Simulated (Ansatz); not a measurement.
hcp Re was calculated with rVV10 (PAW; Ansatz, an electronic-structure program).

Run with plane-wave cutoff 520 eV, 24×24×12 k mesh (along the axes of the cell as run), Fermi–Dirac smearing 0.05 eV, no spin polarisation, scalar-relativistic PAW data made under PBE.

Computed points:

```tsv
V (Å³/atom)	E − E_lowest (meV/atom)	P (GPa)
14.675	28.88	15.70
14.981	6.96	7.43
15.287	0.00	0.01
15.592	6.44	-6.64
15.898	24.88	-12.58
```

Task: Fit the third-order Birch–Murnaghan equation and give B0 and B′.

Result: V0 = 15.287 Å³/atom, B0 = 351 GPa, B′ = 4.5 (fit to the energies at full precision).

Shape and atoms are relaxed at each volume.

Measured, for comparison: bulk modulus 369 GPa (zero-point energy and finite temperature contributions removed, our sources range from 369 to 381; as tabulated in doi:10.1021/acs.jctc.3c00612). Computed (rounded) less measured: bulk modulus -5 % (-5 % to -8 % over the range).

Note: the bulk modulus comes from volumes at which shape and atoms were relaxed.

Spin–orbit coupling is not included.
